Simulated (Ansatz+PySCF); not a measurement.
A calculation with Ansatz (development build ahead of 0.2.0).

```yaml
crystal:
  periodic: [false, false, false]
  atoms:
    - { symbol: O, position_ang: [0.0, 0.0, -1.18827] }
    - { symbol: O, position_ang: [0.0, 0.0, 1.18827] }
basis:
  gaussian: { orbitals: STO-3G }
magnetization:
  spin_polarized: true
  initial_magnetization: 2
hamiltonian:
  xc: pbe0
```

The input is written out in the form of the current development build from the run's settings.

Output:

- Converged: yes
- Total energy: -147.92488 hartree
- Spin squared of the determinant: 2.934

Caution: the unrestricted determinant is a mixture of spin states.
